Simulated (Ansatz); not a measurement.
The input, for Ansatz 0.2.0:

```yaml
crystal:
  periodic: [false, false, false]
  atoms:
    - {symbol: Ge, position_ang: [0.000000, 0.031364, 0.258870]}
    - {symbol: N, position_ang: [0.000000, -0.110660, -1.438647]}
    - {symbol: H, position_ang: [0.000000, 1.310448, 1.121160]}
    - {symbol: H, position_ang: [0.000000, -2.841405, 2.096068]}
    - {symbol: H, position_ang: [0.000000, 0.808386, -1.881477]}
basis:
  gaussian: {orbitals: cc-pVDZ}
magnetization: {spin_polarized: true, initial_magnetization: 0}
hamiltonian: {xc: {name: B3LYP}}
correlation: {method: ccsd_t, electrons: valence, diis_vectors: 1}
```

```sh
$ ansatz run in.yaml --threads 1 --pin off --events-out ev --progress --plain --max-ram 2393MiB
```

Log:

```
595 factors; integrals over basis functions are off by at most 1.2e-3 eV
mean field evaluation 1: about -58040.8481 eV, gradient 4.7e1 eV
mean field evaluation 2: about -58040.8902 eV, gradient 4.7e1 eV
mean field evaluation 4: about -58042.7271 eV, gradient 2.4e1 eV
mean field evaluation 8: about -58051.1753 eV, gradient 4.2e0 eV
mean field evaluation 16: about -58051.4472 eV, gradient 1.0e-2 eV
mean field evaluation 32: about -58052.2318 eV, gradient 8.3e-2 eV
mean field evaluation 64: about -58052.2156 eV, gradient 5.8e-2 eV
mean field evaluation 96: about -58040.5593 eV, gradient 1.2e1 eV
mean field -58052.23202042 eV, -2133.3801775343 hartree, gradient 7.5e-6 eV, S^2 0.906758; 6 other end points of the search recorded, 0 dependent functions left out
10 core orbitals not correlated: weight in the atoms' cores, before any rotation towards them, 1.000 or more for the frozen orbitals, at most 0.000 for the correlated occupied ones
reference -57996.22892553 eV, -2131.3221017574 hartree; 11, 11 occupied and 35, 35 virtual orbitals, 595 factors
second order -8.26442823 eV of doubles, -0.52407147 eV of singles
cycle   1  -8.06244170 eV  change    7.2e-1 eV  update   1.3e-1
cycle   2  -8.46817921 eV  change   -4.1e-1 eV  update   6.0e-2
...
cycle  68  -8.60095343 eV  change   -1.4e-5 eV  update   2.8e-5
cycle  69  -8.60094605 eV  change    7.4e-6 eV  update   2.7e-5
cycle  70  -8.60096789 eV  change   -2.2e-5 eV  update   2.5e-5
cycle  71  -8.60095407 eV  change    1.4e-5 eV  update   2.2e-5
cycle  72  -8.60096894 eV  change   -1.5e-5 eV  update   2.0e-5
cycle  73  -8.60096270 eV  change    6.2e-6 eV  update   1.9e-5
cycle  74  -8.60097291 eV  change   -1.0e-5 eV  update   1.8e-5
cycle  75  -8.60096558 eV  change    7.3e-6 eV  update   1.7e-5
cycle  76  -8.60098048 eV  change   -1.5e-5 eV  update   1.5e-5
cycle  77  -8.60097243 eV  change    8.0e-6 eV  update   1.4e-5
perturbative correction -0.42341372 eV, -0.0155601672 hartree
Total energy: -58005.25331168 eV, -2131.6537418316 hartree
```

Ran on 1 thread of Arm Neoverse V2, shared host: 13 s wall, 0.27 GiB peak host memory.
